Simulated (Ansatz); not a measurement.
Coupled-cluster diagnostics for the cluster BN2, Ansatz.

Geometry of the doublet (r2SCAN-D4/def2-TZVP):

```tsv
atom	x (Å)	y (Å)	z (Å)
B1	0.526	0.012	-0.036
N2	-0.233	-1.061	0.094
N3	-0.293	1.049	-0.059
```

Correlated methods freeze 3 core orbitals. In CCSD on the charge 0 doublet the largest single amplitude is 0.27, so its Hartree–Fock determinant may place the open shell otherwise than the density functionals do. Another isomer (doublet) lies 1.59 eV lower at PBE0-D4/def2-TZVP; other spin states weren't run for this one.

(1) Estimate the CCSD(T) correlation energy, the shares of MP2 and (T), T1 and the reference's ⟨S²⟩ for: charge 0, doublet, own geometry in def2-TZVPP; and the rough time on 4 threads of Arm Neoverse V2 on a shared host.

## Answers

(1) 
```tsv
state	basis	correlation (eV)	MP2 share (%)	(T) share (%)	T1	⟨S²⟩ (pure)	wall time	remarks
charge 0, doublet, own geometry	def2-TZVPP	-12.849	77.3	7.2	0.126	1.77 (0.75)	4.7 s	large T1 (0.126), spin-contaminated (⟨S²⟩ 1.77)
```
Customary marks for T1 are 0.02 (closed shells), 0.045 (open shells) and about 0.05 (3d metals). T1 exceeds 0.02 in 1 of 1 rows and 0.045 in 1; the higher it lies, the less the single-reference result can be trusted.
